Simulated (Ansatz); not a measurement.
**CH4B2: ionisation energy by level of theory**

The task here is to estimate one member of a computed series from the others.

Program: Ansatz 0.2.0, Gaussian basis. Level of theory: unrestricted cation, the program's frozen cores in correlated methods. These are calculated values, not measurements.

Plan: UKS PBE-D4/def2-TZVPP; UKS r2SCAN-D4/def2-TZVPP; UKS PBE0-D4/def2-TZVPP; UKS B3LYP-D4/def2-TZVPP; UKS wB97X-V/def2-TZVPP; UKS wB97M-V/def2-TZVPP; UKS B2PLYP/def2-TZVPP; UHF-CCSD(T)/def2-TZVPP; UHF-MP2/def2-QZVPP; extrapolation to the limit; then −ε(HOMO) from the neutral's earlier runs with LDA (SPW92), PBE-D4, revPBE-D4, BLYP-D4, r2SCAN-D4, B97M-V, PBE0-D4, B3LYP-D4, r2SCANh-D4, r2SCAN0-D4, HSE06-D4, BHLYP-D4, CAM-B3LYP-D4, LC-ωPBE, ωB97X-V, ωB97M-V.

1 further run of the same task is left out (it didn't finish).

## Structure used throughout

An earlier PBE0-D4 in a triple-zeta def2 set relaxation fixed the geometry.

SMILES `B1BC1`, 7 atoms, charge 0, spin multiplicity 1.

Atoms are counted from 1 here; the program's logs count them from 0.

Bond lengths: B1–B2 1.543 Å, B1–C3 1.462 Å, B1–H4 1.180 Å, B2–C3 1.596 Å, B2–H5 1.188 Å, C3–H6 1.086 Å, C3–H7 1.146 Å. Angles: B2–B1–C3 64.1°, B2–B1–H4 159.8°, C3–B1–H4 136.1°, B1–B2–C3 55.5°, B1–B2–H5 170.0°, C3–B2–H5 134.6°, B1–C3–B2 60.4°, B1–C3–H6 139.0°, B1–C3–H7 120.7°, B2–C3–H6 160.6°, B2–C3–H7 60.3°, H6–C3–H7 100.3°.

Geometry (Å):

```mol
CH4B2
  3D, bonds by distance, orders not assigned

  7  7  0  0  0  0  0  0  0  0999 V2000
   -0.9144   -0.3370   -0.4128 B   0  0
    0.4093    0.3673   -0.7758 B   0  0
    0.0389   -0.1669    0.6822 C   0  0
   -1.9899   -0.8046   -0.5386 H   0  0
    1.3487    0.9202   -1.2469 H   0  0
    0.1197   -0.3927    1.7416 H   0  0
    1.0488    0.3457    0.5045 H   0  0
  1  2  8  0
  2  3  8  0
  1  4  8  0
  2  5  8  0
  3  6  8  0
  3  7  8  0
  1  3  8  0
M  END
```

Set-up of the first run:

Contents of in.yaml:

```yaml
crystal:
  periodic: [false, false, false]
  atoms:
    - {symbol: B, position_ang: [-0.914352, -0.336970, -0.412780]}
    - {symbol: B, position_ang: [0.409269, 0.367306, -0.775811]}
    - {symbol: C, position_ang: [0.038918, -0.166918, 0.682190]}
    - {symbol: H, position_ang: [-1.989905, -0.804642, -0.538623]}
    - {symbol: H, position_ang: [1.348716, 0.920218, -1.246942]}
    - {symbol: H, position_ang: [0.119719, -0.392680, 1.741637]}
    - {symbol: H, position_ang: [1.048837, 0.345686, 0.504530]}
basis:
  gaussian: {orbitals: def2-TZVPP}
total_charge: 1
magnetization: {spin_polarized: true, initial_magnetization: 1}
hamiltonian: {xc: pbe, dispersion: d4}
```

Launch:

```console
$ ansatz run in.yaml --threads 2 --pin off --events-out ev --progress --plain --max-ram 4352MiB
```

Steps of the session up to this table: Cation, UKS PBE-D4/def2-TZVPP; Cation, UKS r2SCAN-D4/def2-TZVPP; Cation, UKS PBE0-D4/def2-TZVPP; Cation, UKS B3LYP-D4/def2-TZVPP; Cation, UKS wB97X-V/def2-TZVPP; Cation, UKS wB97M-V/def2-TZVPP; Cation, UKS B2PLYP (frozen core)/def2-TZVPP; Cation, UHF-CCSD(T)/def2-TZVPP; Cation, UHF-MP2/def2-QZVPP.

One table of the session follows, with a row left open; its other results are not shown here.

Orbital estimates, from the neutral's runs:

| functional | −ε(HOMO) (eV) |
| --- | --- |
| LDA (SPW92) | 6.36 |
| PBE-D4 | 6.26 |
| revPBE-D4 | 6.21 |
| BLYP-D4 | 6.14 |
| r2SCAN-D4 | 6.49 |
| B97M-V | 6.57 |
| PBE0-D4 | ? |
| B3LYP-D4 | 7.30 |
| r2SCANh-D4 | 6.95 |
| r2SCAN0-D4 | 7.65 |
| HSE06-D4 | 7.09 |
| BHLYP-D4 | 8.66 |
| CAM-B3LYP-D4 | 8.89 |
| LC-ωPBE | 10.26 |
| ωB97X-V | 9.89 |
| ωB97M-V | 9.74 |

**Question.** Estimate the row for PBE0-D4.

**Answer.** −ε(HOMO) (eV): 7.50. In the column «−ε(HOMO) (eV)» it lies between B3LYP-D4 (7.30) and r2SCAN0-D4 (7.65).
